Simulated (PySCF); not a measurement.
## NaH⁺ from Hartree–Fock to correlated methods

State: ²Σ⁺ (doublet), unpaired electrons σ ↑. Set-up: Na pcseg-1, H pcseg-1; no relativity (PySCF 2.14). De refers to Na⁺ + H in their ground configurations, without counterpoise correction. The functionals are run spin-unrestricted. A positive dipole points towards H; it is taken about the centre of mass and depends on that origin.

```tsv
Level	Re (Å)	ωe (cm⁻¹)	De (eV)	μ (D)
UHF	3.055	143	0.012	-0.48
UHF-MP2	3.036	150	0.014	n/a
UHF-SCS-MP2	3.038	149	0.014	n/a
UHF-CCSD	3.036	150	0.014	n/a
UHF-CCSD(T)	3.035	150	0.014	n/a
PBE	2.800	250	0.056	-0.19
TPSS	2.840	224	0.042	-0.26
r²SCAN	2.830	219	0.036	-0.29
PBE0	2.835	226	0.040	-0.28
r²SCAN0	2.830	213	0.032	-0.32
CAM-B3LYP	2.753	248	0.046	-0.23
B2PLYP	2.835	213	0.031	-0.32
```

**Question.** Which functional lies closest to UHF-CCSD(T) in De, which farthest, and by how much do they differ from it?

**Answer.** Closest is B2PLYP (-20.0 pm in Re, +42.0 % in ωe, +0.02 eV in De against UHF-CCSD(T) in the same basis), farthest PBE (-23.5 pm in Re, +66.7 % in ωe, +0.04 eV in De). CCSD(T) converges more slowly with the basis than the functionals do and binds too weakly in this one, so the order can change at the basis-set limit.

**Question.** What does a quarter of exact exchange do here, going from PBE to PBE0?

**Answer.** PBE0 less PBE: +3.5 pm in Re, -9.6 % in ωe, -0.02 eV in De. Exact exchange removes part of the self-interaction that spreads semilocal densities, and in most molecules shortens and stiffens the bond and lowers De; here Re and ωe go the other way.

**Question.** What does the step from GGA to meta-GGA do here, going from PBE to r²SCAN?

**Answer.** r²SCAN less PBE: +3.0 pm in Re, -12.4 % in ωe, -0.02 eV in De. 

Correlated steps freeze 1 core orbital. The bond is weak. Basis-set superposition, not corrected here, can be much of De in a small basis, most of all at correlated wavefunction levels. For an ion De counts to the pair picked by the measured ionisation energies or electron affinities, which need not be the lowest pair at this level. B2PLYP dipoles, levels and charges come from its SCF part alone. The state was picked by a PBE0 search and need not be the measured ground state.

The whole job (state search and all levels along the bond) took about 0.31 min on 1 thread of Intel Xeon Platinum 8375C @ 2.90GHz (shared host), peak memory 0.27 GiB.
